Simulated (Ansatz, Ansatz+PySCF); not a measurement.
```xyz
2

N     0.0250   -0.0126   -0.5075
N    -0.0009   -0.0490    0.5392
```

RHF on singlet N₂ was run in several spherical basis sets with Ansatz (development build ahead of 0.2.0).

(1) Rank the basis sets by the total energy that they give, lowest first, with the distance from the lowest.
A. def2-TZVP
B. 6-31G
C. 6-31G(d)
D. cc-pVDZ
E. def2-SVP
F. aug-cc-pVDZ
G. cc-pVTZ

## Answers

(1) A (0.00 eV), G (0.14 eV), F (0.87 eV), D (1.03 eV), C (1.38 eV), B (3.50 eV), E (3.77 eV).

Totals follow the description of the cores as much as that of the bonds, so this order isn't one of quality for chemistry.
